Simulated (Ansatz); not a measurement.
Ideal-gas functions of FH$_{2}$NSi, SMILES `N[Si]F` at 298.15 K and 1 bar, from an Ansatz frequency run at PBE0-D4/def2-TZVP.

Molar mass 63.11 g/mol, point group Cs (symmetry number 1), electronic degeneracy 1, moments of inertia 20.104, 58.491, 78.594 u Å². Harmonic wavenumbers (cm⁻¹, unscaled): 309, 504, 519, 719, 837, 872, 1563, 3570, 3686.

Use S(trans) = R[1.5 ln M + 2.5 ln T − 1.1517]; rotational temperatures θ = 24.2544 K / I; S(rot) = R[ln(√π/σ · √(T³/θAθBθC)) + 1.5]; for each mode x = 1.438777 ν̃/T, S = R[x/(eˣ − 1) − ln(1 − e⁻ˣ)] and H = RT x/(eˣ − 1); 1 cm⁻¹ = 0.0119627 kJ/mol; R = 8.31446 J/(mol·K).

**Question.** By hand: the entropy, in J/(mol·K).

**Answer.** Translation 160.5. Rotation: θ = 1.2064, 0.4147, 0.3086 K, giving 96.1. Vibration, mode by mode: 5.72, 2.71, 2.56, 1.19, 0.75, 0.65, 0.04, 0.00, 0.00, in all 13.6. Electronic 0.0. Sum 270.2 J/(mol·K).

**Question.** By hand: H − E and G − E in kJ/mol, counted from the electronic energy.

**Answer.** Zero-point energy ½ × 12579 × 0.0119627 = 75.2; thermal vibration 2.8; translation, rotation and pV give 4 RT = 9.9. H − E = 87.9 kJ/mol, and G − E = 87.9 − 298.15 × 270.2/1000 = 7.3 kJ/mol.

Vibration gives 5 % of the entropy. The sum counts one conformer and one mirror image; others add a mixing term.
